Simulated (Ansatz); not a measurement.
Start from `ClCC(Cl)Cl` and change one atom or group to get `ClCCl`.

Ansatz, PBE0-D4/def2-TZVP geometries, multiplicity 1. Each molecule was computed in one conformer, which needn't be the lowest.

```json
{"property": "HOMO energy (PBE/def2-TZVPP) / eV", "`ClCC(Cl)Cl`": "-7.32"}
{"property": "LUMO energy (ωB97M-V/def2-TZVPP) / eV", "`ClCC(Cl)Cl`": "2.03"}
{"property": "HOMO–LUMO gap (PBE0/def2-TZVPP) / eV", "`ClCC(Cl)Cl`": "8.56"}
{"property": "size of the dipole moment (ωB97M-V/def2-TZVPP) / D", "`ClCC(Cl)Cl`": "1.24"}
{"property": "HOMO energy (ωB97M-V/def2-TZVPP) / eV", "`ClCC(Cl)Cl`": "-11.02"}
{"property": "HOMO energy (B3LYP/def2-TZVPP) / eV", "`ClCC(Cl)Cl`": "-8.47"}
```

(1) What does the change do to each property? (Estimate.)

Results:

(1) The calculation gave: 
| property | `ClCCl` | shift |
| --- | --- | --- |
| HOMO energy (PBE/def2-TZVPP) / eV | -7.24 | 0.08 |
| LUMO energy (ωB97M-V/def2-TZVPP) / eV | 2.14 | 0.11 |
| HOMO–LUMO gap (PBE0/def2-TZVPP) / eV | 8.69 | 0.13 |
| size of the dipole moment (ωB97M-V/def2-TZVPP) / D | 1.63 | 0.39 |
| HOMO energy (ωB97M-V/def2-TZVPP) / eV | -10.98 | 0.04 |
| HOMO energy (B3LYP/def2-TZVPP) / eV | -8.42 | 0.05 |

With PBE0 the HOMO rises by 0.07 eV and the LUMO rises by 0.19 eV, so the gap widens by about 0.12 eV. PBE moves the HOMO by 0.08 eV and ωB97M-V by 0.04 eV. The zero-point energy changes by -50.9 kJ/mol with -9 modes. Dipoles are sizes alone; their direction can turn.

B3LYP here is the variant with VWN-RPA as its local correlation; programs differ in this.
